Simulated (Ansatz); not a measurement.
System: anatase TiO2 (metastable phase). Method: PBE in Ansatz (plane waves, PAW).

Run with plane-wave cutoff 520 eV, 12×12×12 k mesh, Fermi–Dirac smearing 0.01 eV, no spin polarisation, scalar-relativistic PAW data made under PBE.

Cell (relaxed at this level):

Space group I4₁/amd, origin choice 1 (No. 141); a = 3.7994 Å, b = 3.7994 Å, c = 9.6975 Å, α = 90.00°, β = 90.00°, γ = 90.00°

```csv
atom,site,symmetry,x,y,z
Ti,4a,-4m2,0.0000,0.0000,0.0000
O,8e,2mm.,0.0000,0.0000,0.2065
```
(The calculation used a cell of 6 atoms; values per cell refer to that cell.)

Problem. Estimate the bulk modulus B0, pressure derivative B′ of the bulk modulus, band gap, smallest direct gap on the k points sampled and Γ–Γ gap that the calculation returns.

Solution. 
- bulk modulus B0: 173 GPa
- pressure derivative B′ of the bulk modulus: 2.5
- band gap: 2.12 eV (indirect)
- smallest direct gap on the k points sampled: 2.43 eV
- Γ–Γ gap: 2.54 eV

Note: the bulk modulus comes from volumes at which shape and atoms were relaxed.

Ansatz is an electronic-structure program.
